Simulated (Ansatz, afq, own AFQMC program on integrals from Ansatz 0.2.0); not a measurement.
## Where AFQMC and coupled cluster stand for MgBr⁻, triplet

```xyz
2

Br    0.0000    0.0000    0.0000
Mg    0.0000    0.0000    4.0460
```

Basis aug-cc-pVDZ. Noble-gas cores (and the filled d shells of Ga–Kr and In–Xe) are frozen. Integrals, coupled cluster, full CI and functionals: Ansatz 0.2.0; the random walks run on the same integrals in our own AFQMC program. The CISD trial takes its coefficients from CCSD amplitudes. Released means that phaseless walkers are propagated on without the constraint, phases kept. Uncertainties: one standard error, sampling alone. No spin–orbit coupling.

Determinant: UHF, the one that the program's search chose, which needn't be the lowest solution. The geometry is a point of a scan.

No full CI on the walks' own integrals is used here; CCSDT(Q) serves as the reference and is uncertain by about the last step of the cluster series.

Cautions: no relativity below Rb; no spin-orbit coupling; inner d shell frozen; lower spins were not checked.

```
T1 diagnostic                               : 0.0174
weight of the determinant in the CISD state : 0.911
⟨S²⟩ of the determinant                     : 2.000
size of the correlated space                : 10 electrons in 44 orbitals
```

```
  level  correlation energy (eV)
    MP2                  -3.6722
   CCSD                  -4.0375
CCSD(T)                  -4.1403
```

Question: Estimate where phaseless AFQMC with a CISD trial lies against CCSD(T) on the same integrals.

Answer: 0.72 ± 0.33 mEh below CCSD(T).

Reference: CCSDT(Q), correlation energy -4.164 eV. The released energy is read at 2.40 1/Eh (meV from the phaseless value at times in 1/Eh: -1 ± 10 at 0.24, -4 ± 13 at 0.51, -29 ± 11 at 0.99, -27 ± 14 at 1.62, -11 ± 18 at 2.40).

```csv
level,E − E(reference) (mEh),share of correlation (%)
CCSD(T),0.86,99.44
CCSDT,0.34,99.78
ph-AFQMC/HF,-7.82 ± 2.24,105.11
ph-AFQMC/CISD,0.14 ± 0.33,99.91
released AFQMC,-0.25 ± 0.65,100.17
```

A walk keeps the symmetry of its determinant, which the program's search chose and which needn't be the lowest solution, so a lower state of the same spin and another symmetry isn't excluded. Released energies are given only where the last usable release times agree within the noise; a slower fall can still hide under it.
